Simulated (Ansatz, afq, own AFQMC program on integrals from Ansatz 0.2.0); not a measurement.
# Ge2, triplet in cc-pVDZ, levels against CCSDT(Q)

```xyz
2

Ge    0.0000    0.0000    0.0000
Ge    0.0000    0.0000    1.8800
```

Basis cc-pVDZ. Only valence electrons are correlated. AFQMC by an in-house program on the Cholesky factors that Ansatz 0.2.0 writes for its CCSD(T) run. The CISD trial takes its coefficients from CCSD amplitudes. Released means that phaseless walkers are propagated on without the constraint, phases kept. Error bars are statistical, one sigma. No spin–orbit coupling.

Determinant: UHF, the one that the program's search chose, which needn't be the lowest solution. The geometry is a point of a scan.

No full CI on the walks' own integrals is used here; CCSDT(Q) serves as the reference and is uncertain by about the last step of the cluster series.

Cautions: no relativity below Rb; no spin-orbit coupling; inner d shell frozen; lower spins were not checked.

- T1 diagnostic: 0.0159
- weight of the determinant in the CISD state: 0.877
- ⟨S²⟩ of the determinant: 2.016
- size of the correlated space: 8 electrons in 26 orbitals

```json
{"level": "MP2", "correlation energy (eV)": "-3.4285"}
{"level": "CCSD", "correlation energy (eV)": "-4.0447"}
{"level": "CCSD(T)", "correlation energy (eV)": "-4.2425"}
```

Question: Estimate where AFQMC with the constraint released lies against CCSD(T) on the same integrals.

Answer: 1.89 ± 0.37 mEh below CCSD(T).

Reference: CCSDT(Q), correlation energy -4.288 eV. The released energy is read at 2.40 1/Eh (meV from the phaseless value at times in 1/Eh: 12 ± 12 at 0.24, 0 ± 10 at 0.51, -4 ± 10 at 0.99, -24 ± 10 at 1.62, -24 ± 10 at 2.40).

```json
{"level": "CCSD(T)", "E − E(reference) (mEh)": "1.66", "share of correlation (%)": "98.94"}
{"level": "CCSDT", "E − E(reference) (mEh)": "0.58", "share of correlation (%)": "99.63"}
{"level": "ph-AFQMC/HF", "E − E(reference) (mEh)": "3.29 ± 1.89", "share of correlation (%)": "97.91"}
{"level": "ph-AFQMC/CISD", "E − E(reference) (mEh)": "0.67 ± 0.41", "share of correlation (%)": "99.57"}
{"level": "released AFQMC", "E − E(reference) (mEh)": "-0.22 ± 0.37", "share of correlation (%)": "100.14"}
```

A walk keeps the symmetry of its determinant, which the program's search chose and which needn't be the lowest solution, so a lower state of the same spin and another symmetry isn't excluded. Released energies are given only where the last usable release times agree within the noise; a slower fall can still hide under it.
